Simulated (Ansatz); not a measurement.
Relaxation of CH₃N₂ (6 atoms, charge 1, multiplicity 1), to a largest force component of 0.02 eV/Å in at most 50 steps.

All numbers below come from Ansatz 0.2.0, UKS B3LYP-D4/STO-3G.

```xyz
6
Properties=species:S:1:pos:R:3:forces:R:3
N -0.975 -0.681 -0.755 -10.61 -6.64 -8.77
C -0.175 -0.125 -0.134 8.96 11.43 2.83
N 0.695 0.496 0.530 2.81 2.63 1.81
H -0.458 -1.113 0.229 -2.56 -8.51 3.16
H 1.682 0.265 0.450 1.85 -0.32 -0.21
H 0.437 1.249 1.162 -0.45 1.41 1.19
```

Task: Where does it end, and by what steps?

Result: The forces met the threshold. Limits of this set-up: minimal basis, the dipole of an ion depends on the origin. After 16 steps the energy has fallen by 4.741 eV; H4 moved furthest, 1.20 Å. The start is strongly strained (largest force component 11 eV/Å), so its close contacts needn't be bonds. Parted: C2–H4.

```tsv
step	energy less start (eV)	largest force component (eV/Å)	accepted
0	0.0000	11.426	yes
1	-2.2004	3.320	yes
2	-2.5569	2.844	yes
3	-3.2703	2.540	yes
4	-3.8991	2.117	yes
5	-4.2919	1.500	yes
6	-4.5743	0.816	yes
7	-4.7062	1.070	yes
8	-4.5950	2.064	no
9	-4.7135	0.664	yes
10	-4.7299	0.556	yes
11	-4.7389	0.275	yes
12	-4.7405	0.082	yes
13	-4.7197	0.473	no
14	-4.7401	0.074	no
15	-4.7411	0.021	yes
16	-4.7411	0.010	yes
```

```xyz
6
Properties=species:S:1:pos:R:3
N -0.827 -0.827 -0.472
C 0.003 -0.171 0.135
N 0.883 0.715 0.570
H -1.336 -1.746 -0.285
H 1.907 0.605 0.349
H 0.577 1.515 1.186
```

Whether the end is a true minimum wasn't checked by a vibrational analysis.

The run took 20 s on 1 thread of Intel(R) Xeon(R) Processor @ 2.70GHz, on a shared host, peak memory 0.12 GiB.
